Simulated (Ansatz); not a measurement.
Ansatz (a program for electronic structure) input (B3LYP-D3(BJ)/def2-TZVP):

Ansatz 0.2 input:
```yaml
crystal:
  periodic: [false, false, false]
  atoms:
    - {symbol: C, position_ang: [0.80337014, 0.02786243, 0.01001601]}
    - {symbol: C, position_ang: [-0.71776401, 0.12910945, 0.00145997]}
    - {symbol: S, position_ang: [-1.51328896, -1.49330285, -0.00437782]}
    - {symbol: H, position_ang: [-1.05277753, 0.68857937, 0.88847177]}
    - {symbol: H, position_ang: [-1.04282640, 0.69023305, -0.88828249]}
    - {symbol: H, position_ang: [1.27301776, 1.01868901, 0.01438666]}
    - {symbol: H, position_ang: [1.13026679, -0.52073676, 0.89303177]}
    - {symbol: H, position_ang: [1.14035859, -0.51809018, -0.87070286]}
basis:
  gaussian:
    orbitals: def2-TZVP
hamiltonian:
  xc: b3lyp
  dispersion: d3bj
total_charge: -1
relax: {f_tol: 0.002, max_steps: 150}
```

End of the output:

```
mean field evaluation 32: about -12993.3465 eV, gradient 1.9e-4 eV
mean field -12993.35005740 eV, -477.4968074003 hartree, gradient 9.9e-6 eV, S^2 0.000000; 0 other end points of the search recorded, 0 dependent functions left out
the calculation of the forces begins
reference -12993.35029656 eV, -477.4968161893 hartree; 17, 17 occupied and 112, 112 virtual orbitals, 851 factors
relax step   4: F+E_penalty+E_count = -12993.59014391 eV  Δ(F+E_penalty+E_count) = -6.732e-5 eV  max|allowed force component| = 2.599e-2 eV/Å  Δτ_max = 0.0009 Å  (32 SCF iters, accepted)
these checks for a lower state are left out or cut short: starts, cluster_reference, orbital_swaps, neighbouring_geometries, increment
integrals: 0.04 GiB planned
851 factors; their error is unknown
mean field: 0.44 GiB planned
mean field -12993.35009906 eV, -477.4968089315 hartree, gradient 9.9e-6 eV, S^2 0.000000; 0 other end points of the search recorded, 0 dependent functions left out
the calculation of the forces begins
reference -12993.35033830 eV, -477.4968177234 hartree; 17, 17 occupied and 112, 112 virtual orbitals, 851 factors
relax step   5: F+E_penalty+E_count = -12993.59016266 eV  Δ(F+E_penalty+E_count) = -1.875e-5 eV  max|allowed force component| = 8.804e-4 eV/Å  Δτ_max = 0.0008 Å  (32 SCF iters, accepted)
integrals: 0.04 GiB planned
851 factors; their error is unknown
mean field: 0.44 GiB planned
mean field evaluation 64: about -12993.3501 eV, gradient 3.0e-4 eV
mean field -12993.35009906 eV, -477.4968089315 hartree, gradient 9.9e-6 eV, S^2 0.000000; 1 other end points of the search recorded, 0 dependent functions left out
the calculation of the forces begins
reference -12993.35033830 eV, -477.4968177234 hartree; 17, 17 occupied and 112, 112 virtual orbitals, 851 factors
Total energy: -12993.59040190 eV, -477.5056398979 hartree
Atom 0 at     0.801145     0.033404     0.010072 Å, force     0.000033    -0.000773    -0.000011 eV/Å
Atom 1 at    -0.727386     0.115870     0.001483 Å, force    -0.000273    -0.000880    -0.000005 eV/Å
Atom 2 at    -1.539746    -1.519503    -0.004976 Å, force     0.000157    -0.000202     0.000004 eV/Å
Atom 3 at    -1.043838     0.699408     0.877862 Å, force    -0.000002     0.000391     0.000865 eV/Å
Atom 4 at    -1.033866     0.701382    -0.877120 Å, force    -0.000002     0.000413    -0.000861 eV/Å
Atom 5 at     1.276867     1.028862     0.013912 Å, force     0.000723     0.000760     0.000007 eV/Å
Atom 6 at     1.138596    -0.519547     0.890807 Å, force    -0.000325     0.000154    -0.000300 eV/Å
Atom 7 at     1.148583    -0.517532    -0.868037 Å, force    -0.000312     0.000138     0.000302 eV/Å
Dipole moment:     0.594252     0.665065     0.004125 e Å
```

It need not be the lowest isomer of its formula. Whether it binds its extra electron was not tested at this geometry.
